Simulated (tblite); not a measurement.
C5H7S (doublet state).
Numbering: `[CH2:1]=[C:2]([CH3:3])[CH2:4][C:5]=[S:6]` (hydrogens: H7, H8 on C1; H9, H10, H11 on C3; H12, H13 on C4)

Cartesian coordinates in Å at the GFN2-xTB level; atoms count from 1:
```xyz
13
C5H7S angstrom
C     -0.7280    1.4182   -0.4719
C     -0.3497    0.2319   -0.0228
C     -0.7764   -1.0604   -0.6421
C      0.6073    0.1063    1.1400
C      1.9854   -0.1593    0.7356
S      2.7653   -0.5088   -0.5857
H     -0.3980    2.3347   -0.0125
H     -1.3856    1.5195   -1.3182
H     -1.3340   -1.6609    0.0770
H      0.0961   -1.6361   -0.9497
H     -1.4028   -0.8857   -1.5122
H      0.6066    1.0184    1.7459
H      0.3094   -0.7174    1.7991
```

Computed geometry: GFN2-xTB, gas phase. This method treats the open shell by occupation alone, without spin polarisation.

Masses are those of the commonest isotopes; rigid-rotor values at the optimised geometry. The values belong to one conformer with, in the numbering `[CH2:1]=[C:2]([CH3:3])[CH2:4][C:5]=[S:6]`, C1–C2–C4–C5 -100°, C2–C4–C5–S6 -8°.

(1) What are A, B and C (GHz)?

(2) Classify the top.

(3) Is it planar, by Δ = Ic − Ia − Ib?

(4) Give the other two planar moments, Paa and Pbb, and the rms extents of the mass along the axes.

(5) List the rotational levels J(Ka,Kc) to J = 5 (MHz).

## Answers

(1) Ia = 102.86, Ib = 280.66, Ic = 299.55 u·Å²; 505379 MHz·u·Å²/I gives 4914, 1801 and 1687 MHz, that is A = 4.9135, B = 1.8007, C = 1.6872 GHz.

(2) A near-prolate asymmetric top: κ = (2 × 1801 − 4914 − 1687)/(4914 − 1687) = -0.93.

(3) Not planar: Δ = Ic − Ia − Ib = -83.97 u·Å². For a rigid frame Δ = −2 Σ m c², so Σ m c² = 41.98 u·Å² lies off the ab plane: 11.21 from hydrogen and 30.77 from heavier atoms. The atom farthest from that plane is 1.89 Å away.

(4) Paa = Σ m a² = (Ib + Ic − Ia)/2 = 238.67 and Pbb = Σ m b² = (Ia + Ic − Ib)/2 = 60.87 u·Å². With the mass M = 99.03 u, the rms extents √(P/M) along a, b and c are 1.55, 0.78, 0.65 Å.

(5) Above 0(0,0):
J = 1: 1(0,1) 3488, 1(1,1) 6601, 1(1,0) 6714
J = 2: 2(0,2) 10461, 2(1,2) 13463, 2(1,1) 13803, 2(2,1) 23142, 2(2,0) 23145
J = 3: 3(0,3) 20912, 3(1,3) 23754, 3(1,2) 24435, 3(2,2) 33605, 3(2,1) 33621, 3(3,1) 49455, 3(3,0) 49455
J = 4: 4(0,4) 34833, 4(1,4) 37473, 4(1,3) 38608, 4(2,3) 47555, 4(2,2) 47600, 4(3,2) 63413, 4(3,1) 63413, 4(4,1) 85594, 4(4,0) 85594
J = 5: 5(0,5) 52212, 5(1,5) 54615, 5(1,4) 56317, 5(2,4) 64987, 5(2,3) 65093, 5(3,3) 80862, 5(3,2) 80863, 5(4,2) 103040, 5(4,1) 103040, 5(5,1) 131560, 5(5,0) 131560

For this open shell read J as N, the rotation without spin; fine and hyperfine splittings come on top. Its GFN2-xTB frequencies are all real (lowest 40 cm⁻¹). Zero-point vibration and centrifugal distortion are left out.

Time: 0.32 s wall. Hardware: one thread of an Arm Neoverse V2 (shared host). This is the geometry optimisation.
